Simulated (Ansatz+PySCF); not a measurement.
The numbers below are computed, except where a source is named.
Input for PySCF 2.14.0:

```python
from pyscf import gto, scf, cc

mol = gto.M(atom="""
F 0.000000 0.000000 0.000000
H 1.231650 0.000000 0.711090
H -1.231650 0.000000 0.711090
""", basis='6-31g', charge=0, spin=1)
mf = scf.UHF(mol)
mf.kernel()
mycc = cc.CCSD(mf, frozen=1).run()
et = mycc.ccsd_t()
print(mf.e_tot, mycc.e_corr, et, mycc.e_tot + et)
```

The script is written out from the run's settings.

Output:

```yaml
Converged: yes
Reference_energy: -100.36888 hartree
CCSD_correlation_energy: -0.15128 hartree
Triples_correction: -0.00234 hartree
Total_energy: -100.52250 hartree
Spin_squared_of_the_determinant: 1.077
```

Caution: large amplitudes, a single reference is doubtful; the unrestricted determinant is spin contaminated.
